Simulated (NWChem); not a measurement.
# HCN (SMILES C#N): levels of theory compared

We compute a comparison of 6 runs (HF/pcseg-2, B3LYP/6-31G*, B2PLYP/cc-pVTZ, MP2/6-31G**, MP2/cc-pVTZ, CCSD/cc-pVTZ) of HCN. 

Program for the calculation: NWChem 7.3.0.

## Step 1: The molecule

HCN has 3 atoms, charge 0, and is taken as a singlet. SMILES: `C#N`. The shape is that of a PBE0-D4/def2-TZVP optimisation.

Bond lengths: C1–N2 1.146 Å, C1–H3 1.069 Å. Angles: N2–C1–H3 180.0°.

## Step 2: Energy and gradient at HF/pcseg-2 (run 1)

Input file run.py:

```python
from ase import Atoms
from ase.calculators.nwchem import NWChem

atoms = Atoms('CNH', positions=[
    [-0.005600, -0.024400, -0.005600],
    [0.252000, 1.061000, 0.255200],
    [-0.246400, -1.036600, -0.249500],
])

calc = NWChem(
    label='job',
    theory='scf',
    memory='2200 mb',
    basis='pcseg-2',
    basispar='spherical bse',
    scf={'nopen': '0', 'rhf': None, 'thresh': '1e-08', 'maxiter': '80'},
)
atoms.calc = calc

forces = atoms.get_forces()
print(f"energy = {atoms.get_potential_energy():.6f} eV")
print("forces (eV/A):")
for s, f in zip(atoms.symbols, forces):
    print(f"{s:2s} {f[0]:10.5f} {f[1]:10.5f} {f[2]:10.5f}")
print("dipole (e A):", atoms.get_dipole_moment().round(4))
```

Command:

```bash
$ export ASE_NWCHEM_COMMAND="nwchem PREFIX.nwi > PREFIX.nwo"
$ python run.py
```

Log:

```text
energy = -2528.122040 eV
forces (eV/A):
C     0.58750    2.48564    0.59434
N    -0.69379   -2.92777   -0.70222
H     0.10629    0.44213    0.10788
dipole (e A): [-0.1547 -0.6512 -0.1567]
```

The calculator wrote job.nwi:

```
title "job"

permanent_dir job

scratch_dir job

start job

geometry units angstrom nocenter noautosym noautoz
  C  -5.5999999999999999e-03 -2.4400000000000002e-02 -5.5999999999999999e-03
  N  2.5200000000000000e-01 1.0609999999999999e+00 2.5519999999999998e-01
  H  -2.4640000000000001e-01 -1.0366000000000000e+00 -2.4950000000000000e-01
end

memory 2200 mb

basis spherical bse noprint
   * library pcseg-2
end

scf
  nopen 0
  rhf
  thresh 1e-08
  maxiter 80
end

task scf gradient
```

job.nwo (excerpt; [...] marks lines left out):

```text
[...]
      One-electron energy =   -172.890924842157
[... 1 line left out ...]
 Nuclear repulsion energy =     24.044170315625
[... 25 lines left out ...]
                       ROHF Final Molecular Orbital Analysis
[... 150 lines left out ...]
     L   x y z        total         open         nuclear
[...]
  wavefunction    =   RHF
                         RHF ENERGY GRADIENTS
    atom               coordinates                        gradient
                 x          y          z           x          y          z
   1 C      -0.010582  -0.046109  -0.010582   -0.011425  -0.048338  -0.011558
   2 N       0.476211   2.004999   0.482258    0.013492   0.056936   0.013656
   3 H      -0.465628  -1.958890  -0.471487   -0.002067  -0.008598  -0.002098
[...]
```

It took 11 s on 1 thread of Intel Xeon Platinum 8488C (Sapphire Rapids), shared host; peak memory 0.1 GiB.

## Step 3: Energy and gradient at B3LYP/6-31G(d) (Cartesian functions) (run 2)

Input file chn.nw:

```
start chn
memory total 2200 mb
geometry units angstroms noautosym nocenter noautoz
  C    -0.005600   -0.024400   -0.005600
  N     0.252000    1.061000    0.255200
  H    -0.246400   -1.036600   -0.249500
end
basis
  * library 6-31G*
end
dft
  xc b3lyp
  grid xfine
  convergence energy 1e-08
  iterations 100
  mulliken
end
task dft gradient
```

Command:

```bash
$ nwchem chn.nw > chn.out
```

Log:

```text
[...]
          Wavefunction type:  closed shell.
          No. of atoms     :     3
          No. of electrons :    14
[...]
          Charge           :     0
          Spin multiplicity:     1
[...]
          AO basis - number of functions:    32
[...]
              XC Information
              --------------
                         B3LYP Method XC Potential
                     Hartree-Fock (Exact) Exchange  0.200
                        Slater Exchange Functional  0.800 local
                    Becke 1988 Exchange Functional  0.720 non-local
              Lee-Yang-Parr Correlation Functional  0.810
                  VWN I RPA Correlation Functional  0.190 local
[...]
 d= 0,ls=0.0,diis     1    -93.3529849655 -1.17D+02  3.53D-02  5.39D-01     0.4
[...]
 d= 0,ls=0.0,diis     8    -93.4223051942  9.27D-09  4.47D-06  1.01D-07     2.4
         Total DFT energy =      -93.422305194205
      One electron energy =     -173.123642048876
           Coulomb energy =       68.262274446958
    Exchange-Corr. energy =      -12.605107907911
 Nuclear repulsion energy =       24.044170315625
[...]
      Total Density - Mulliken Population Analysis
     ---------------------------------------------
    Atom       Charge   Shell Charges
 -----------   ------   -------------------------------------------------------
    1 C    6     5.89   1.99  0.73  2.00  0.41  0.76  0.00
    2 N    7     7.36   1.99  0.85  2.26  1.09  1.18 -0.02
    3 H    1     0.75   0.50  0.25
[...]
  wavefunction    = closed shell
                         DFT ENERGY GRADIENTS
    atom               coordinates                        gradient
                 x          y          z           x          y          z
   1 C      -0.010582  -0.046109  -0.010582    0.006337   0.026556   0.006422
   2 N       0.476211   2.004999   0.482258   -0.006572  -0.027622  -0.006657
   3 H      -0.465628  -1.958890  -0.471487    0.000235   0.001065   0.000235
[...]
```

Run time: 3.6 s. Hardware: 1 thread of Intel Xeon Platinum 8488C (Sapphire Rapids), shared host; peak memory 0.12 GiB.

Runs 3 to 5 aren't shown in full; the table further down has their settings and results.

## Step 4: A single-point energy at CCSD/cc-pVTZ (run 6)

Input file chn.nw:

```
start chn
memory total 2200 mb

geometry noautosym nocenter noautoz
   C    -0.005600   -0.024400   -0.005600
   N     0.252000    1.061000    0.255200
   H    -0.246400   -1.036600   -0.249500
end

basis spherical bse
   * library cc-pVTZ
end

scf
   thresh 1e-08
   maxiter 80
end

ccsd
   freeze core 2
   maxiter 60
end

task ccsd
```

Command:

```bash
$ nwchem chn.nw > chn.out
```

Log:

```text
[...]
  functions       =    74
[...]
  wavefunction    = RHF
[...]
         Total SCF energy =    -92.908964399314
      One-electron energy =   -172.890475076798
      Two-electron energy =     55.937340361859
 Nuclear repulsion energy =     24.044170315625
        Time for solution =      6.8s
[...]
 Total MP2 energy:            -93.252658297981782
[...]
             energy      energy      error      ampl     ampl      Block
                                                time     time      time
[...]
 Total CCSD energy:            -93.257120840159246
[...]
```

Run time: 33 s. Hardware: 1 thread of Intel Xeon Platinum 8488C (Sapphire Rapids), shared host; peak memory 0.12 GiB.

## Step 5: All runs side by side

| run | level | Cartesian functions | iteration cap | energy (Eh) | dipole moment (D) | HOMO energy (eV) | LUMO energy (eV) | wall time |
| --- | --- | --- | --- | --- | --- | --- | --- | --- |
| 1 | HF/pcseg-2 | no | 80 | -92.906772 | 3.30 | -13.59 | 2.56 | 11 s |
| 2 | B3LYP/6-31G* (Cartesian functions) | yes | 100 | -93.422305 | 2.90 | -9.84 | 0.67 | 3.6 s |
| 3 | B2PLYP/cc-pVTZ | no | 100 | -93.389866 | 3.10 | -11.56 | 1.99 | 9.6 s |
| 4 | MP2/6-31G** (spherical functions) | no | 80 | -93.159528 | 2.92 | -13.41 | 5.39 | 2.1 s |
| 5 | MP2/cc-pVTZ | no | 80 | -93.252658 | 2.97 | – | – | 20 s |
| 6 | CCSD/cc-pVTZ | no | 80 | -93.257121 | – | -13.55 | 3.86 | 33 s |

## Step 6: Outcome

| quantity | value |
| --- | --- |
| run 6: total energy | -93.25712 Eh |
| run 6: HOMO energy (Hartree–Fock orbitals) | -13.55 eV |
| run 6: LUMO energy (Hartree–Fock orbitals) | 3.86 eV |
| run 6: HOMO–LUMO gap (Hartree–Fock orbitals) | 17.41 eV |
| run 6: correlation energy (2 core orbitals frozen) | -348.2 mEh |

In words: Over runs 1, 2, 3, 4, 5 the dipole moment (its size) runs from 2.90 D (B3LYP/6-31G*) to 3.30 D (HF/pcseg-2). The two ends differ in method and basis. Over runs 1, 2, 3 the HOMO–LUMO gap runs from 10.51 eV (B3LYP/6-31G*) to 16.15 eV (HF/pcseg-2). Totals of different functionals can't be ranked against each other. All runs together took 79 s, the longest 33 s.
